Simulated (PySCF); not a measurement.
Bond dissociation energies of `O[SiH3]` (H4OSi)

Molecule: `O[SiH3]` (H4OSi). Coordinates in Å; atoms count from 1 in this order:
```
O     1.1471   -0.5036   -0.3604
Si   -0.3923    0.0292   -0.0131
H     1.8722   -0.0583    0.0865
H    -0.7235   -0.1276    1.4388
H    -1.3148   -0.8068   -0.8266
H    -0.5791    1.4718   -0.3691
```

These are calculated values, PBE0-D3(BJ)/def2-TZVP in PySCF (grid level 2) at geometries from PBE0-D3(BJ)/def2-SVP. Zero-point and thermal terms (298.15 K, 1 bar) come from unscaled PBE0-D3(BJ)/def2-SVP harmonic frequencies, with soft modes damped to free rotors in the entropy.

```tsv
bond	r / Å	radicals	BDE(298 K) / kcal/mol	BDFE / kcal/mol	D₀ / kcal/mol	Dₑ / kcal/mol
Si2–H	1.498	O[SiH2] + H•	87.7	79.5	86.4	92.4
O1–H	0.961	[O][SiH3] + H•	112.7	104.6	111.5	119.4
O1–Si2	1.666	OH• + SiH3•	117.6	107.3	116.0	121.6
```

Homolysis to relaxed radicals in the gas phase; the table need not hold every single bond outside rings.

Weakest of these: Si2–H (87.7 kcal/mol); strongest: O1–Si2 (117.6 kcal/mol).
